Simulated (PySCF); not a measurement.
## Protonation sites of methyl formate

Parent: methyl formate, `COC=O` (C2H4O2). Atom numbers as in the mapped SMILES `[CH3:1][O:2][CH:3]=[O:4]`.

Computed at ωB97X-D3(BJ)/def2-TZVP // PBE0-D3(BJ)/def2-SVP with PySCF (density fitting, grid level 2). Zero-point and thermal terms (298.15 K, 1 bar) come from unscaled PBE0-D3(BJ)/def2-SVP harmonic frequencies, with soft modes damped to free rotors in the entropy.

```csv
site,product,PA / kcal/mol,GB / kcal/mol,gas share,above best in acetone / kcal/mol
O4 (carboxyl C=O oxygen),COC=[OH+],189.3,182.0,> 99.9 %,0.00
O2 (ester-type oxygen),C[OH+]C=O,167.6,160.9,< 0.1 %,16.44
```

PA is −ΔH and GB is −ΔG of B + H⁺ → BH⁺ in the gas phase. Shares are Boltzmann weights among the listed products; an error of 10 kJ/mol changes a ratio about 56-fold. Sites whose products fell apart, merged with another or lost in a GFN2-xTB screen aren't listed. Values in solvent are IEF-PCM free energies relative to the most favourable product.

Of the listed sites O4 (carboxyl C=O oxygen) is favoured in the gas phase, 21.1 kcal/mol ahead of O2 in free energy.

In acetone the product from O4 is solvated 58.7 kcal/mol more strongly than the parent (electrostatics only).

Measured values (NIST Chemistry WebBook, evaluated or the median of agreeing entries): proton affinity (−ΔH) 782 kJ/mol (computed 792, difference 9); gas-phase basicity (−ΔG) 751 kJ/mol (computed 761, difference 10). These are compared with the most favourable site that keeps the skeleton.

Hardware: 1 thread of AMD EPYC 9R14, shared with other jobs. Command: `OMP_NUM_THREADS=1 python redox_run.py task.json out`. Structures, frequencies and single points: 2.6 min.

Differences come from unrounded values, so a last digit can differ from that of the printed terms.
